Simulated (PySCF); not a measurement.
Cartesian coordinates in Å; atom numbers follow the order of the lines, from 1:
```xyz
7

C     1.964   -0.102   -0.084
C     0.756   -0.038    0.044
Si   -1.066    0.058    0.232
H     3.033   -0.159   -0.195
H    -1.669    0.576   -1.030
H    -1.608   -1.301    0.521
H    -1.403    0.976    1.357
```

Computational details: structure optimised with PBE0-D3(BJ)/def2-SVP, σ from GIAO-PBE0/pcSseg-1, in PySCF 2.14 (non-relativistic, fast rotation and ring inversion assumed for equivalent nuclei, single conformer, no solvent).

References, each an isolated molecule treated in the same way: $^{13}$C (σ = 184.41 ppm) and $^{1}$H (σ = 31.27 ppm) and $^{29}$Si (σ = 351.99 ppm) vs TMS.

```
   atoms    nucleus  count  Hirshfeld charge  δ (ppm)
H5/H6/H7    $^{1}$H      3             -0.07        ?
      H4    $^{1}$H      1              0.10     2.30
     Si3  $^{29}$Si      1              0.34        ?
      C2   $^{13}$C      1             -0.16     80.9
      C1   $^{13}$C      1             -0.08    106.2
```

Question: Fill in the missing shifts.

Answer: 
- H5/H6/H7: 4.17 ppm, hydrogen on a silicon bonded to C
- Si3: -95.1 ppm, silicon bonded to C, 3 H

Shifts are as computed. Against solution values, carbons near 30 ppm lie about +2 ppm off and those near 130 ppm about +5 ppm. Of 1211 compounds with measured shifts, 218 miss one by over three times the rms of a fit or turn the order of signals round; such compounds aren't used in these exercises.
